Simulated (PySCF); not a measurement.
Dissociation curve of CH2O, SMILES C=O. The C1–H4 bond (C1 also carries H, O; H4 carries nothing else) is stretched with both fragments frozen at the PBE0/def2-TZVP optimised geometry.

Levels of theory: UKS-M06-2X/6-31G* = PySCF with unrestricted M06-2X/6-31G*, spherical d; RKS-wB97X-V = restricted wB97X-V/cc-pVDZ (PySCF); NEVPT2 = SC-NEVPT2 on CASSCF(2,2)/cc-pVDZ, all electrons correlated (PySCF); UKS-wB97X-V = unrestricted wB97X-V/cc-pVDZ (PySCF).

Energies are in kcal/mol, each relative to the lowest point of its own curve near equilibrium.

```tsv
R / Å	UKS-M06-2X/6-31G*	RKS-wB97X-V	NEVPT2	UKS-wB97X-V
0.89	26.9	29.5	30.4	29.5
0.94	14.2	16.1	16.8	16.1
1.00	5.1	6.2	6.7	6.2
1.05	1.3	1.9	2.1	1.9
1.07	…	0.9	1.0	0.9
1.11	0.0	0.0	0.0	0.0
1.14	0.4	0.1	0.0	0.1
1.17	1.2	0.8	…	0.8
1.23	4.3	3.4	2.9	3.4
1.29	8.5	7.3	6.5	7.3
1.38	16.2	14.7	13.3	14.7
1.51	28.7	26.8	24.3	26.8
1.65	42.3	40.3	35.9	40.3
1.82	58.0	56.1	…	56.1
1.99	72.3	70.7	…	70.3
2.22	89.8	88.1	…	81.7
2.43	103.4	101.9	…	86.8
2.69	117.7	116.5	80.1	90.0
3.02	132.2	131.7	83.1	91.7
3.32	142.4	143.0	84.4	92.3
3.90	155.8	159.0	85.2	92.7
```

Q: Some entries are withheld; supply them.

A: 
- 1.07, UKS-M06-2X/6-31G*: 0.5
- 1.17, NEVPT2: 0.6
- 1.82, NEVPT2: 48.4
- 1.99, NEVPT2: 58.7
- 2.22, NEVPT2: 68.9
- 2.43, NEVPT2: 75.3

The unrestricted determinant behind UKS-M06-2X/6-31G* is spin-contaminated at 1.99 Å (<S²> up to 0.1, against 0.00 for a pure singlet). At the longest distance RKS-wB97X-V leaves fractional charges on the fragments, a sign of delocalisation error or of the restricted form. The restricted form behind RKS-wB97X-V keeps the bonding electrons paired and can't separate into open-shell fragments. The unrestricted determinant behind UKS-wB97X-V is spin-contaminated at 1.99 to 3.90 Å (<S²> up to 1.0, against 0.00 for a pure singlet).
